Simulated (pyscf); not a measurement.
Thermochemistry of product channels of [Cl–Zr(Cl)–Cl]• (SMILES [Cl][Zr]([Cl])[Cl]) + H₂ (SMILES [H][H]) on the doublet surface, in kcal/mol, from ωB97M-D3(BJ)/def2-TZVP energies (ideal gas, 1 atm, RRHO with modes under 100 cm⁻¹ raised to 100, one conformer, R ln 2 for rigid chiral ones). Optimised with ωB97X-D3(BJ)/def2-SVP in PySCF.

```tsv
products	ΔE	ΔH(298 K)	ΔG(298 K)	ΔG(600 K)
HCl (SMILES Cl) + Cl–Zr–Cl (SMILES [Cl][Zr][Cl]) [triplet] + H• (SMILES [H])	+124.2	+121.8	+112.1	+102.4
HCl (SMILES Cl) + [Cl–ZrH–Cl]• (SMILES [Cl][ZrH][Cl])	+48.7	+48.6	+46.0	+43.5
Cl• (SMILES [Cl]) + Cl–ZrH₂–Cl (SMILES [Cl][ZrH2][Cl])	+81.4	+80.9	+80.7	+80.6
```

These are energies of the channels, which say nothing of barriers. Left out: orbital degeneracy and the spin-orbit lowering of Cl. Open-shell species with a d-block atom are single-reference here; other states, and whether the spin sits on metal or ligand, were not checked. Elements past Kr carry the def2 core potentials, without spin-orbit coupling.
